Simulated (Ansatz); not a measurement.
**CH₅ClSi: vertical ionisation energy**

How much energy removes an electron from CH₅ClSi at fixed geometry? The cation is run at each level and the neutral's energy taken from earlier runs.

Method: unrestricted cation, the program's frozen cores in correlated methods; program: Ansatz 0.2.0, Gaussian basis.

Levels to be run: UKS PBE-D4/def2-TZVPP; UKS r2SCAN-D4/def2-TZVPP; UKS PBE0-D4/def2-TZVPP; UKS B3LYP-D4/def2-TZVPP; UKS wB97X-V/def2-TZVPP; UKS wB97M-V/def2-TZVPP; UKS B2PLYP/def2-TZVPP; UHF-CCSD(T)/def2-TZVPP; UHF-MP2/def2-QZVPP; extrapolation to the limit; then −ε(HOMO) from the neutral's earlier runs with LDA (SPW92), PBE-D4, revPBE-D4, BLYP-D4, r2SCAN-D4, B97M-V, PBE0-D4, B3LYP-D4, r2SCANh-D4, r2SCAN0-D4, HSE06-D4, BHLYP-D4, CAM-B3LYP-D4, LC-ωPBE, ωB97X-V, ωB97M-V.

## Step 1: The geometry

The geometry comes from an earlier relaxation with PBE0-D4 in a triple-zeta def2 set; it is a stationary point, not always the lowest conformer.

SMILES `C[SiH2]Cl`, 8 atoms, charge 0, spin multiplicity 1.

Atoms are counted from 1 here; the program's logs count them from 0.

Bond lengths: C1–Si2 1.857 Å, C1–H4 1.094 Å, C1–H5 1.092 Å, C1–H6 1.092 Å, Si2–Cl3 2.062 Å, Si2–H7 1.483 Å, Si2–H8 1.483 Å. Angles: Si2–C1–H4 110.0°, Si2–C1–H5 110.8°, Si2–C1–H6 110.8°, H4–C1–H5 108.4°, H4–C1–H6 108.4°, H5–C1–H6 108.5°, C1–Si2–Cl3 109.6°, C1–Si2–H7 111.5°, C1–Si2–H8 111.6°, Cl3–Si2–H7 107.2°, Cl3–Si2–H8 107.2°, H7–Si2–H8 109.5°.

## Step 2: Cation, UKS PBE-D4/def2-TZVPP

The input, in.yaml:

```yaml
crystal:
  periodic: [false, false, false]
  atoms:
    - {symbol: C, position_ang: [-0.612048, 0.785387, -0.172981]}
    - {symbol: Si, position_ang: [0.439656, -0.728789, 0.049345]}
    - {symbol: Cl, position_ang: [1.888048, -0.363915, 1.471107]}
    - {symbol: H, position_ang: [-1.381260, 0.598876, -0.927632]}
    - {symbol: H, position_ang: [-0.006517, 1.632718, -0.500579]}
    - {symbol: H, position_ang: [-1.105778, 1.054797, 0.762754]}
    - {symbol: H, position_ang: [1.139105, -1.095528, -1.206346]}
    - {symbol: H, position_ang: [-0.361217, -1.883555, 0.524323]}
basis:
  gaussian: {orbitals: def2-TZVPP}
total_charge: 1
magnetization: {spin_polarized: true, initial_magnetization: 1}
hamiltonian: {xc: pbe, dispersion: d4}
```

Further steps of the session: Cation, UKS r2SCAN-D4/def2-TZVPP; Cation, UKS PBE0-D4/def2-TZVPP; Cation, UKS B3LYP-D4/def2-TZVPP; Cation, UKS wB97X-V/def2-TZVPP; Cation, UKS wB97M-V/def2-TZVPP; Cation, UKS B2PLYP (frozen core)/def2-TZVPP; Cation, UHF-CCSD(T)/def2-TZVPP; Cation, UHF-MP2/def2-QZVPP.

**Question.** What will the summary of the whole plan be? Wanted: ionisation energy, CCSD(T)/CBS; nearest functional by difference; nearest −ε(HOMO); −ε(HOMO) of PBE; T1 of the cation.

The runs gave:

```
                        quantity               value
  ionisation energy, CCSD(T)/CBS            11.47 eV
nearest functional by difference  ωB97X-V (-0.22 eV)
                nearest −ε(HOMO)  LC-ωPBE (+0.06 eV)
                 −ε(HOMO) of PBE             7.39 eV
                T1 of the cation               0.057
```

Energy differences with functionals land within 0.87 eV of the reference. −ε(HOMO) of PBE misses by 4.1 eV, since self-interaction lifts the level. Among orbital estimates LC-ωPBE comes nearest. Hartree-Fock falls 0.86 eV short, as the neutral has more correlation energy than the cation. The cation's T1 (from the report) is 0.057, above the customary mark of 0.045 for open shells, so the coupled-cluster value is less safe.
